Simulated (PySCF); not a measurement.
Isomers of C4H6ClF, one GFN2-xTB conformer each. Single-point energies are computed at PBE0/pcSseg-1 (PySCF, gas phase, no added dispersion term), electronic only.

Task: Rank them by PBE0/pcSseg-1 energy, lowest first (kcal/mol).
A. `[CH3:1]/[CH:2]=[C:3](/[F:4])[CH2:5][Cl:6]` with C2–C3–C5–Cl6 72°
B. `[CH2:1]=[CH:2][C@@H:3]([Cl:4])[CH2:5][F:6]` with C1–C2–C3–Cl4 -2°, C2–C3–C5–F6 65°
C. `[F:1][C:2]1([CH2:3][Cl:4])[CH2:5][CH2:6]1` with F1–C2–C3–Cl4 -179°

Result: A (0.0), B (4.0), C (4.4).

As drawn, the lowest has a C=C bond outside aromatic rings, which the highest lacks; the highest has a three-membered ring, which the lowest lacks. Neighbours under 2.5 kcal/mol apart (C=C[C@@H](Cl)CF and FC1(CCl)CC1) can change places with a better method, another conformer or zero-point energy. GFN2-xTB itself gives, in the same order: 0.0, 6.2, 0.3. Both levels put the same isomer lowest; measured from each level's own lowest isomer, the values differ by up to 4.1 kcal/mol (FC1(CCl)CC1: 0.3 against 4.4).

Task: Which frontier levels, dipoles and rotational constants go with these structures?

Result: 
```json
{"SMILES": "C/C=C(/F)CCl", "HOMO (eV, PBE0/pcSseg-1)": "-7.29", "LUMO (eV)": "-0.52", "dipole (D)": "2.12", "A, B, C (MHz)": "3345, 2166, 1451"}
{"SMILES": "C=C[C@@H](Cl)CF", "HOMO (eV, PBE0/pcSseg-1)": "-8.00", "LUMO (eV)": "-0.08", "dipole (D)": "0.42", "A, B, C (MHz)": "3555, 2183, 1437"}
{"SMILES": "FC1(CCl)CC1", "HOMO (eV, PBE0/pcSseg-1)": "-8.17", "LUMO (eV)": "0.72", "dipole (D)": "0.27", "A, B, C (MHz)": "5252, 1964, 1629"}
```
